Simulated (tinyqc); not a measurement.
G0W0 on RHF in the sto-3g basis, for H2O, spin multiplicity 1, step by step (part 2 of 2). Computed by tinyqc, a small Python program that keeps every step (integrals from PySCF). Command: `OMP_NUM_THREADS=1 python tinyqc.py 31825 31826 out.jsonl` (the two numbers bound the seeds that draw the settings). One thread of a shared host (Intel(R) Xeon(R) Processor @ 2.60GHz), about 0.07 s of CPU time with the checks.

Geometry (angstrom):
```
atom         x          y         z
O     0.000000   0.000000  0.000000
H     0.000000   0.795000  0.512000
H     0.000000  -0.795000  0.512000
```

## G0W0 on Hartree-Fock: HOMO

orbital energies (hartree): MO1 -20.224207, MO2 -1.261330, MO3 -0.638368, MO4 -0.429767, MO5 -0.383344, MO6 0.596146, MO7 0.787760

Two-electron integrals over orbitals (pq|rs), unique and non-zero (hartree):
```
(11|11) 4.744124    (21|11) -0.417148   (21|21) 0.058244    (22|11) 1.004232
(22|21) -0.013212   (22|22) 0.724864    (31|31) 0.010718    (32|31) 0.017629
(32|32) 0.146759    (33|11) 0.797250    (33|21) -0.004424   (33|22) 0.643230
(33|33) 0.633547    (41|11) 0.172400    (41|21) -0.021037   (41|22) 0.015356
(41|33) 0.006066    (41|41) 0.027783    (42|11) -0.118021   (42|21) 0.008754
(42|22) 0.005188    (42|33) 0.007074    (42|41) 0.020714    (42|42) 0.125423
(43|31) -0.002998   (43|32) 0.020320    (43|43) 0.044724    (44|11) 1.018719
(44|21) -0.013630   (44|22) 0.684520    (44|33) 0.602227    (44|41) -0.012101
(44|42) -0.105237   (44|44) 0.802415    (51|51) 0.026058    (52|51) 0.032518
(52|52) 0.144738    (53|53) 0.028759    (54|51) -0.012652   (54|52) -0.043996
(54|54) 0.055234    (55|11) 1.115332    (55|21) -0.011719   (55|22) 0.747378
(55|33) 0.628372    (55|41) 0.004775    (55|42) -0.063224   (55|44) 0.738398
(55|55) 0.880159    (61|11) -0.249280   (61|21) 0.037066    (61|22) -0.002253
(61|33) -0.000444   (61|41) -0.000918   (61|42) 0.019428    (61|44) -0.018476
(61|55) -0.006517   (61|61) 0.031327    (62|11) 0.311797    (62|21) -0.007239
(62|22) 0.140625    (62|33) 0.071638    (62|41) 0.018076    (62|42) 0.021625
(62|44) 0.097601    (62|55) 0.160219    (62|61) 0.004753    (62|62) 0.100580
(63|31) 0.002756    (63|32) -0.047178   (63|43) -0.028361   (63|63) 0.077047
(64|11) 0.203385    (64|21) -0.001642   (64|22) 0.092097    (64|33) 0.040408
(64|41) 0.004450    (64|42) -0.017266   (64|44) 0.111922    (64|55) 0.107091
(64|61) 0.001371    (64|62) 0.062703    (64|64) 0.060366    (65|51) 0.016556
(65|52) 0.061658    (65|54) -0.002643   (65|65) 0.039358    (66|11) 0.783350
(66|21) -0.006916   (66|22) 0.604419    (66|33) 0.568235    (66|41) 0.021130
(66|42) 0.061335    (66|44) 0.543096    (66|55) 0.581012    (66|61) 0.007025
(66|62) 0.089128    (66|64) 0.042994    (66|66) 0.588421    (71|31) 0.015565
(71|32) 0.023841    (71|43) -0.004529   (71|63) 0.003528    (71|71) 0.022670
(72|31) 0.013943    (72|32) 0.041256    (72|43) -0.031104   (72|63) 0.035057
(72|71) 0.019117    (72|72) 0.061953    (73|11) 0.366170    (73|21) -0.007518
(73|22) 0.142504    (73|33) 0.092465    (73|41) -0.000776   (73|42) -0.069586
(73|44) 0.167892    (73|55) 0.191167    (73|61) -0.006782   (73|62) 0.079056
(73|64) 0.070281    (73|66) 0.037150    (73|73) 0.149114    (74|31) -0.009121
(74|32) -0.073285   (74|43) 0.005260    (74|63) 0.044098    (74|71) -0.013007
(74|72) -0.017362   (74|74) 0.064464    (75|53) 0.023860    (75|75) 0.024928
(76|31) 0.009782    (76|32) 0.103921    (76|43) 0.045446    (76|63) -0.071445
(76|71) 0.013509    (76|72) -0.007235   (76|74) -0.056016   (76|76) 0.120611
(77|11) 0.886377    (77|21) -0.010011   (77|22) 0.627426    (77|33) 0.613026
(77|41) 0.003793    (77|42) -0.016257   (77|44) 0.617114    (77|55) 0.631658
(77|61) -0.005969   (77|62) 0.070816    (77|64) 0.040897    (77|66) 0.563261
(77|73) 0.101588    (77|77) 0.625580
```

excitation energies w (hartree): [1.055274, 1.100223, 1.219941, 1.269285, 1.438408, 1.653692, 2.106400, 2.174056, 20.882915, 21.057276]

X + Y:
```
            1          2         3          4          5          6          7          8
1>6  0.000000  -0.000406  0.000000   0.000000   0.000000   0.001437  -0.000462   0.000000
1>7  0.000000   0.000000  0.000000   0.001959   0.001125   0.000000   0.000000  -0.003641
2>6  0.000000  -0.108923  0.000000   0.000000   0.000000  -0.378201   0.873689   0.000000
2>7  0.000000   0.000000  0.000000   0.092221  -0.047023   0.000000   0.000000   0.967517
3>6  0.000000   0.000000  0.000000  -0.618336   0.718238   0.000000   0.000000   0.057505
3>7  0.000000  -0.197600  0.000000   0.000000   0.000000   0.858663   0.278944   0.000000
4>6  0.000000   0.947532  0.000000   0.000000   0.000000   0.104803   0.097318   0.000000
4>7  0.000000   0.000000  0.000000   0.759665   0.579964   0.000000   0.000000  -0.023625
5>6  0.963424   0.000000  0.000000   0.000000   0.000000   0.000000   0.000000   0.000000
5>7  0.000000   0.000000  0.979779   0.000000   0.000000   0.000000   0.000000   0.000000

             9         10
1>6   0.998501   0.000000
1>7   0.000000   0.998923
2>6   0.000082   0.000000
2>7   0.000000   0.000357
3>6   0.000000   0.000039
3>7  -0.000089   0.000000
4>6   0.000013   0.000000
4>7   0.000000  -0.000143
5>6   0.000000   0.000000
5>7   0.000000   0.000000
```

W(p,q,m) = sqrt2 sum_ia (pq|ia) (X+Y)_ia,m; Sigma_c(x) = sum_(i,m) W^2/(x - e_i + w_m) + sum_(a,m) W^2/(x - e_a - w_m); solve x = e_p + Sigma_c(x) by Newton steps; Z = 1/(1 - dSigma/dx); 1 hartree = 27.211386 eV.

The 12 largest terms at x = e_p (hartree; W for the signs of X + Y given):
```
q  m          W       term
5  7   0.288119   0.039410
5  6   0.162305   0.015930
5  2   0.065406   0.003888
2  1   0.084008   0.003650
6  1   0.053625  -0.001413
3  3   0.033061   0.000741
7  3   0.034541  -0.000499
1  1   0.022557   0.000024
4  1  -0.003601   0.000012
5  9  -0.009206   4.06e-06
```

Newton steps (hartree):
```
step          x  Sigma_c(x)         Z
0     -0.383344    0.061747  0.966013
1     -0.323695    0.059713  0.968002
2     -0.323632    0.059711  0.968004
```

quasiparticle energy of the HOMO = -8.806489 eV

Hartree-Fock value = -10.431313 eV

## G0W0 on Hartree-Fock: LUMO

As before.

The 12 largest terms at x = e_p (hartree; W for the signs of X + Y given):
```
q  m          W       term
7  5  -0.118011  -0.008544
6  7   0.130693  -0.008109
2  7   0.164088   0.006793
3  5   0.112103   0.004702
4  7   0.113507   0.004113
5  1   0.053625   0.001413
4  6   0.060757   0.001378
4  2   0.051592   0.001252
6  2   0.033498  -0.001020
3  8   0.052742   0.000816
2  6   0.051508   0.000756
2  2   0.046435   0.000729
```

Newton steps (hartree):
```
step         x  Sigma_c(x)         Z
0     0.596146    0.004315  0.982913
1     0.600387    0.004242  0.982885
2     0.600387    0.004242  0.982885
```

quasiparticle energy of the LUMO = 16.337374 eV

Hartree-Fock value = 16.221954 eV
